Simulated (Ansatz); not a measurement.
The input, for Ansatz 0.2.0:

```yaml
crystal:
  periodic: [false, false, false]
  atoms:
    - {symbol: N, position_ang: [0.055446, -0.055504, 0.055944]}
    - {symbol: H, position_ang: [0.645789, 0.536798, 0.646157]}
    - {symbol: H, position_ang: [-0.537475, -0.643750, 0.647628]}
    - {symbol: H, position_ang: [-1.525821, 1.527414, -1.539509]}
    - {symbol: H, position_ang: [0.647007, -0.649158, -0.531687]}
basis:
  gaussian: {orbitals: 6-31G}
total_charge: 1
magnetization: {spin_polarized: true, initial_magnetization: 0}
correlation: {method: ccsdtq, electrons: outside_noble_gas}
```

```sh
$ ansatz run in.yaml --threads 1 --pin off --events-out ev --progress --plain --max-ram 2393MiB
```

Log:

```
397 factors; integrals over basis functions are off by at most 5.8e-8 eV
mean field evaluation 1: about -1523.1901 eV, gradient 4.0e1 eV
mean field evaluation 2: about -1523.1874 eV, gradient 4.0e1 eV
mean field evaluation 4: about -1530.0087 eV, gradient 8.9e0 eV
mean field evaluation 8: about -1530.5177 eV, gradient 1.1e-1 eV
mean field evaluation 16: about -1532.8672 eV, gradient 3.2e0 eV
mean field evaluation 32: about -1532.9490 eV, gradient 2.6e-4 eV
mean field evaluation 64: about -1532.9490 eV, gradient 1.2e-6 eV
mean field evaluation 96: about -1532.7496 eV, gradient 4.8e0 eV
mean field evaluation 128: about -1529.3854 eV, gradient 3.3e0 eV
mean field evaluation 160: about -1526.2930 eV, gradient 2.8e-1 eV
...
cycle  17  -3.08834638 eV  change   -3.0e-4 eV  update   7.3e-5
cycle  18  -3.08839868 eV  change   -5.2e-5 eV  update   3.9e-5
cycle  19  -3.08810398 eV  change    2.9e-4 eV  update   2.9e-5
cycle  20  -3.08811003 eV  change   -6.0e-6 eV  update   1.2e-5
cycle  21  -3.08814398 eV  change   -3.4e-5 eV  update   5.8e-6
cycle  22  -3.08811462 eV  change    2.9e-5 eV  update   3.3e-6
cycle  23  -3.08811379 eV  change    8.3e-7 eV  update   6.2e-7
cycle  24  -3.08811333 eV  change    4.6e-7 eV  update   3.3e-7
cycle  25  -3.08811270 eV  change    6.3e-7 eV  update   1.3e-7
cycle  26  -3.08811276 eV  change   -6.1e-8 eV  update   6.0e-8
WARN: these amplitudes may be one of several solutions (largest doubles amplitude 0.57, level shift 0.00 eV)
Total energy: -1536.03709794 eV, -56.4483221859 hartree
```

For the same geometry and basis full CI lies 1.8 meV lower. The determinant has ⟨S²⟩ = 0.97, so this isn't a pure spin state. By full CI's occupations no single determinant describes the state well.

Ran on 1 thread of Arm Neoverse V2, shared host: 21 s wall, 0.22 GiB peak host memory.
